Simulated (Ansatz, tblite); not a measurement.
# The cluster Ag2H2: charged states by level of theory

One table from this session's results is given with a row withheld; the runs are named, their logs left out.

The runs use Ansatz 0.2.0, Gaussian basis; as each input shows.

The runs, in order: charge +1 doublet, at the geometry of the singlet (PBE0-D4/def2-TZVP, PBE-D4/def2-TZVP, r2SCAN-D4/def2-TZVP, CCSD(T)/def2-TZVPP); charge -1 doublet, at the geometry of the singlet (PBE0-D4/def2-TZVPD, PBE-D4/def2-TZVPD, r2SCAN-D4/def2-TZVPD, CCSD(T)/def2-TZVPD); the starting singlet's energies come from earlier runs.

1 further run of the same task is left out (set aside as unsound or not needed). Runs told in other sessions of the task aren't counted.

### The structure

The geometry is that of the singlet, from an earlier relaxation (PBE0-D4/def2-TZVP). At that level it is the lowest of the isomers that a small search found.

4 atoms, charge 0, spin multiplicity 1.

Atoms are counted from 1 here; the program's logs count them from 0.

Bond lengths: Ag1–Ag2 2.739 Å, Ag1–H4 1.711 Å, Ag2–H3 1.649 Å, Ag2–H4 1.812 Å. Angles: Ag2–Ag1–H4 40.3°, Ag1–Ag2–H3 145.6°, Ag1–Ag2–H4 37.7°, H3–Ag2–H4 176.7°, Ag1–H4–Ag2 102.0°.

Geometry (Å):

```mol
Ag2H2
  3D, bonds by distance, orders not assigned

  4  4  0  0  0  0  0  0  0  0999 V2000
   -1.5919   -1.2349   -0.2938 Ag  0  0
    0.5760    0.3830    0.1328 Ag  0  0
    2.0635    0.5090    0.8327 H   0  0
   -1.0475    0.3429   -0.6717 H   0  0
  1  2  8  0
  1  4  8  0
  2  3  8  0
  2  4  8  0
M  END
```

Ag takes a core potential in the def2 sets. No spin-orbit coupling is included.

Set-up of the first run:

in.yaml reads:

```yaml
crystal:
  periodic: [false, false, false]
  atoms:
    - {symbol: Ag, position_ang: [-1.591905, -1.234923, -0.293806]}
    - {symbol: Ag, position_ang: [0.575988, 0.383029, 0.132776]}
    - {symbol: H, position_ang: [2.063467, 0.509012, 0.832700]}
    - {symbol: H, position_ang: [-1.047550, 0.342882, -0.671681]}
basis:
  gaussian: {orbitals: def2-TZVP}
total_charge: 1
magnetization: {spin_polarized: true, initial_magnetization: 1}
hamiltonian: {xc: pbe0, dispersion: d4}
output: {orbitals: {seedname: orbitals}}
```

Command:

```bash
$ ansatz run in.yaml --threads 4 --pin off --events-out ev --progress --plain --max-ram 3916MiB
```

Among the steps run: Charge +1 doublet at the fixed geometry, PBE0-D4/def2-TZVP; Charge +1 doublet at the fixed geometry, PBE-D4/def2-TZVP; Charge +1 doublet at the fixed geometry, r2SCAN-D4/def2-TZVP; Charge +1 doublet at the fixed geometry, CCSD(T)/def2-TZVPP; Charge -1 doublet at the fixed geometry, PBE0-D4/def2-TZVPD; Charge -1 doublet at the fixed geometry, PBE-D4/def2-TZVPD; Charge -1 doublet at the fixed geometry, r2SCAN-D4/def2-TZVPD; Charge -1 doublet at the fixed geometry, CCSD(T)/def2-TZVPD.

One table of the session follows, with a row left open; its other results are not shown here.

It belongs to the step «Vertical electron affinity». 

| method | vertical electron affinity (eV) |
| --- | --- |
| HF/def2-TZVPD | 0.88 |
| PBE-D4/def2-TZVPD | 1.58 |
| r2SCAN-D4/def2-TZVPD | 1.62 |
| PBE0-D4/def2-TZVPD | 1.52 |
| MP2/def2-TZVPD | 1.34 |
| CCSD/def2-TZVPD | 1.32 |
| CCSD(T)/def2-TZVPD | ? |

Q: Estimate the row for CCSD(T)/def2-TZVPD from the others.

**Answer.** vertical electron affinity (eV): 1.37. In the column «vertical electron affinity (eV)» it lies between MP2/def2-TZVPD (1.34) and PBE0-D4/def2-TZVPD (1.52).

Limits of these values: The anion's highest level is positive in at least one run, so there the basis alone may hold the extra electron.
